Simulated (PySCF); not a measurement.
Species: C4H10P (charge -1).
SMILES: `CCC[P-]C`

Torsions of this conformer, `[CH3:1][CH2:2][CH2:3][P-:4][CH3:5]`: C1–C2–C3–P4 180°, C2–C3–P4–C5 180°.

The closed-shell ground state was solved at several levels (PySCF, density fitting, gas phase, non-relativistic). The structure is a single GFN2-xTB conformer in the gas phase; no vibrational or solvent corrections. The HOMO energy is positive, so at this level the finite basis confines the outermost electrons. No diffuse functions stand in pcSseg-1, which bears on an anion's orbital energies.

| level | basis functions | total energy (Eh) | HOMO (eV) | LUMO (eV) | gap (eV) |
| --- | --- | --- | --- | --- | --- |
| PBE0/def2-SVPD | 184 | -499.2426 | 1.54 | 4.05 | 2.51 |
| B3LYP/def2-SVPD | 184 | -499.5930 | 1.73 | 3.76 | 2.03 |

Problem. Estimate the row for PBE0/pcSseg-1, a basis of 142 functions; the other rows only guide the guess.

Solution. Total energy -499.4138 Eh, HOMO 1.75 eV, LUMO 5.18 eV, gap 3.43 eV.

Problem. Over all these levels, which gives the widest orbital gap and which the narrowest?

Solution. PBE0/pcSseg-1 (global hybrid, 25 % exact exchange) has the widest, 3.43 eV, and B3LYP/def2-SVPD (global hybrid, 20 % exact exchange) the narrowest, 2.03 eV. Functional and basis both differ between the two, so the spread mixes both effects.
